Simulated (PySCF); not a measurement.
**C2H6O2S: calculation against experiment**

**The experiment to reproduce.**

From NIST CCCBDB Release 22 (SRD 101), experimental dipoles, for the gas: dipole moment (dielectric constant and refractivity) 4.49 D.

From NIST CCCBDB Release 22 (SRD 101), experimental polarizabilities, for the gas: mean polarisability 8.401 Å³.

The runs below try to reproduce these values; the comparison stands at the end.

Compound: C2H6O2S.
Numbering: `[CH3:1][S:2]([CH3:3])(=[O:4])=[O:5]` (hydrogens: H6, H7, H8 on C1; H9, H10, H11 on C3)

Cartesian coordinates in Å at the PBE0-D3(BJ)/def2-TZVP level; atoms count from 1:
```xyz
11
C2H6O2S angstrom
C      1.3716    0.1836   -0.3703
S     -0.2295   -0.5658   -0.4729
C     -1.1698    0.2848    0.7638
O     -0.1036   -1.9377   -0.0657
O     -0.7890   -0.2412   -1.7559
H      1.2951    1.2447   -0.6037
H      1.9789   -0.3197   -1.1231
H      1.7915    0.0179    0.6207
H     -2.1660   -0.1565    0.7283
H     -1.2203    1.3451    0.5204
H     -0.7208    0.1190    1.7420
```

The PySCF runs (gas phase, on this PBE0-D3(BJ)/def2-TZVP geometry; no spin–orbit coupling):

| level | job | basis functions |
| --- | --- | --- |
| PBE0-D3(BJ)/def2-TZVP, grid level 2 | geometry optimisation from a GFN2-xTB start shaken at random | 197 |
| B97-2/pcSseg-2 | shieldings | 271 |
| KT3/pcSseg-2 | shieldings | 271 |
| PBE0/pcSseg-2 | shieldings, charges and field gradients | 271 |
| wB97X-D/pcSseg-2 | shieldings | 271 |
| CAM-B3LYP/aug-cc-pVTZ | 10 singlets by full TDDFT, 4 Tamm–Dancoff triplets, polarisability | 372 |
| PBE0/aug-cc-pVTZ | 10 singlets by full TDDFT, 4 Tamm–Dancoff triplets, polarisability, dynamic polarisability | 372 |
| wB97X-D/aug-cc-pVTZ | 10 singlets by full TDDFT, 4 Tamm–Dancoff triplets, polarisability, ΔSCF ions | 372 |

## Comparison

**Dipole moment.** Measured: 4.49 D (NIST CCCBDB Release 22 (SRD 101), experimental dipoles).

```
                level  computed (D)  computed − measured (D)  % (from the printed values)
PBE0-D3(BJ)/def2-TZVP          4.47                    -0.02                            0
       B97-2/pcSseg-2          4.62                    +0.13                           +3
         KT3/pcSseg-2          4.36                    -0.13                           -3
        PBE0/pcSseg-2          4.64                    +0.15                           +3
     wB97X-D/pcSseg-2          4.73                    +0.24                           +5
CAM-B3LYP/aug-cc-pVTZ          4.73                    +0.24                           +5
     PBE0/aug-cc-pVTZ          4.58                    +0.09                           +2
  wB97X-D/aug-cc-pVTZ          4.65                    +0.16                           +4
```

The computed dipoles belong to one fixed geometry; measured ones are averaged over vibrations unless marked μe. Magnitudes are compared, not signs.

**Mean polarisability.** Measured: 8.401 Å³ (NIST CCCBDB Release 22 (SRD 101), experimental polarizabilities).

```json
{"level": "CAM-B3LYP/aug-cc-pVTZ", "computed (Å³)": "7.800", "computed − measured (Å³)": "-0.601", "% (from the printed values)": "-7"}
{"level": "PBE0/aug-cc-pVTZ", "computed (Å³)": "7.850", "computed − measured (Å³)": "-0.551", "% (from the printed values)": "-7"}
{"level": "wB97X-D/aug-cc-pVTZ", "computed (Å³)": "7.801", "computed − measured (Å³)": "-0.600", "% (from the printed values)": "-7"}
```

All 3 levels lie below the measurement. The computed values are static and purely electronic, with core orbitals frozen in the response (1 au = 0.148185 Å³). The table of measured values doesn't say here whether a value is static or optical, or holds a vibrational part.

The geometry is computed, not the measured one. Where a level misses, the cause wasn't examined.
